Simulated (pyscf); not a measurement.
## Substitution at C: H₃Si–CH₂–SnH₃ + H• -> H₃C–SiH₃ + SnH₃•

Gas phase, doublet surface, charge 0. Bonds broken: C2–Sn3. Bonds formed: C2–H12. Optimised with ωB97X-D3(BJ)/def2-SVP in PySCF.

Transition state (Å):

```xyz
12

Si     0.0317    -0.1978    -0.9955
C     -0.0822     0.4783     0.7599
Sn    -2.4133     0.4797     1.1108
H     -1.3419    -0.4852    -1.5298
H      0.7851    -1.4813    -1.0100
H      0.6523     0.8080    -1.9003
H      0.0657     1.5472     0.9541
H      0.1646    -0.1585     1.6175
H     -3.1658     1.4925    -0.0469
H     -3.0147    -1.1172     0.9682
H     -2.7471     1.0735     2.6871
H      1.4572     0.4441     0.4423
```

One imaginary mode, 1094i cm⁻¹; descent along it reached the two sides named.

```csv
bond,change,reactant side (Å),saddle,product side
C2–Sn3,breaks,2.146,2.357,3.8
C2–H12,forms,3.9,1.572,1.102
```

Electronic energies relative to the separated reactants (eV):

```
level                   barrier  reaction energy  reverse barrier
----------------------  -------  ---------------  ---------------
ωB97X-D3(BJ)/def2-TZVP     0.63            -1.40             2.03
PBE/def2-TZVP              0.27            -1.66             1.93
r²SCAN/def2-TZVP           0.28            -1.70             1.98
B3LYP-D3(BJ)/def2-TZVP     0.34            -1.73             2.07
PBE0-D3(BJ)/def2-TZVP      0.41            -1.57             1.98
M06-2X/def2-TZVP           0.52            -1.72             2.24
ωB97M-D3(BJ)/def2-TZVP     0.55            -1.68             2.24
HF/def2-TZVP               1.25            -1.66             2.91
```

With ωB97M-D3(BJ)/def2-TZVP energies and thermal terms (ideal gas, 1 atm, RRHO with modes under 100 cm⁻¹ raised to 100, one conformer, R ln 2 for chiral ones without a mode under 150 cm⁻¹), in eV:

```json
[
 {"T (K)": "298", "ΔH‡": "0.58", "ΔG‡": "0.89", "ΔH": "-1.52", "ΔG": "-1.64"},
 {"T (K)": "600", "ΔH‡": "0.55", "ΔG‡": "1.22", "ΔH": "-1.59", "ΔG": "-1.72"},
 {"T (K)": "900", "ΔH‡": "0.53", "ΔG‡": "1.55", "ΔH": "-1.66", "ΔG": "-1.77"},
 {"T (K)": "1200", "ΔH‡": "0.51", "ΔG‡": "1.90", "ΔH": "-1.72", "ΔG": "-1.80"}
]
```

Abstraction by the radical was not located in this set and often lies lower. This is the saddle that the search found; another between the same sides may lie lower. The angle at the attacked C is 177°. Elements past Kr carry the def2 core potentials, without spin-orbit coupling.
